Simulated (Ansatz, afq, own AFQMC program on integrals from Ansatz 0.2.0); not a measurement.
# Where AFQMC and coupled cluster stand for CHB, quintet

```yaml
atoms:
  - { symbol: B, position_ang: [0.0000, 0.0000, 0.0901] }
  - { symbol: C, position_ang: [0.0000, 0.0000, -1.3588] }
  - { symbol: H, position_ang: [0.0000, 0.0000, 1.2688] }
```

Connectivity, by distances: BH–C.

Basis cc-pVDZ. Only valence electrons are correlated. AFQMC by an in-house program on the Cholesky factors that Ansatz 0.2.0 writes for its CCSD(T) run. The CISD trial takes its coefficients from CCSD amplitudes. Released means that phaseless walkers are propagated on without the constraint, phases kept. Error bars are statistical, one sigma.

Determinant: UHF, the one that the program's search chose, which needn't be the lowest solution. The geometry is a PBE0/def2-TZVP stationary point of this or a neighbouring charge and spin state.

No full CI on the walks' own integrals is used here; CCSDTQ serves as the reference and is uncertain by about the last step of the cluster series.

Cautions: another spin lies lower (by 3.71 eV).

- T1 diagnostic: 0.0218
- weight of the determinant in the CISD state: 0.923
- ⟨S²⟩ of the determinant: 6.016
- size of the correlated space: 8 electrons in 31 orbitals

| level | correlation energy (eV) |
| --- | --- |
| MP2 | -2.9469 |
| CCSD | -3.7173 |
| CCSD(T) | -3.7998 |

Q: Estimate where phaseless AFQMC with a CISD trial lies against CCSD(T) on the same integrals.

A: 0.82 ± 0.05 mEh below CCSD(T).

Reference: CCSDTQ, correlation energy -3.826 eV. The released energy is read at 2.40 1/Eh (meV from the phaseless value at times in 1/Eh: -0.9 ± 1.3 at 0.24, -1.5 ± 0.9 at 0.51, -1.2 ± 0.7 at 0.99, -4.4 ± 1.0 at 1.62, -3.2 ± 1.4 at 2.40).

```
         level  E − E(reference) (mEh)  share of correlation (%)
       CCSD(T)                    0.95                     99.32
         CCSDT                    0.16                     99.89
      CCSDT(Q)                    0.03                     99.98
 ph-AFQMC/CISD             0.13 ± 0.05                     99.91
released AFQMC             0.01 ± 0.05                     99.99
```

CCSDT and higher add their correlation energy to the determinant of the CCSD(T) run, since their own runs factorise the integrals more tightly (a shift of under 2 meV). A walk keeps the symmetry of its determinant, which the program's search chose and which needn't be the lowest solution, so a lower state of the same spin and another symmetry isn't excluded. Released energies are given only where the last usable release times agree within the noise; a slower fall can still hide under it.
